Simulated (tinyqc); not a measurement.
Worked calculation: Pariser-Parr-Pople SCF with singles CI, for the molecule O=CC1=CC=C1 (SMILES; centres numbered as the heavy atoms are written). One step of it, computed by the program tinyqc.

Problem. Iteration 3: orbitals and new P. Diagonalise F (the basis is taken as orthonormal) and form P = 2 sum c c over the lowest orbitals.

F (eV), lower triangle:
```
            1O         2C         3C         4C         5C         6C
1O  -10.893665
2C   -5.774047  -6.250962
3C   -0.195066  -3.801744  -6.482039
4C    0.657841  -0.495849  -5.568960  -8.064893
5C    0.166865   0.161761  -0.781553  -2.876190  -6.167730
6C   -0.247334   0.220942  -2.668832   0.758843  -5.802070  -7.885655
```

pi electrons, sum of z_r less the charge = 6

Give: orbital energies; P after iteration 3.

Solution.

orbital energies (eV): -16.5561  -14.5242  -10.7119  -4.4709  -1.3175  1.8356

P after iteration 3, lower triangle:
```
         1O       2C      3C       4C      5C      6C
1O   1.3700
2C   0.8523   0.6924
3C   0.0437   0.3598  0.7932
4C  -0.3447   0.1906  0.8835   1.1353
5C  -0.0679  -0.0811  0.2079   0.0888  0.7772
6C   0.1068  -0.0816  0.0456  -0.1951  0.9424  1.2318
```
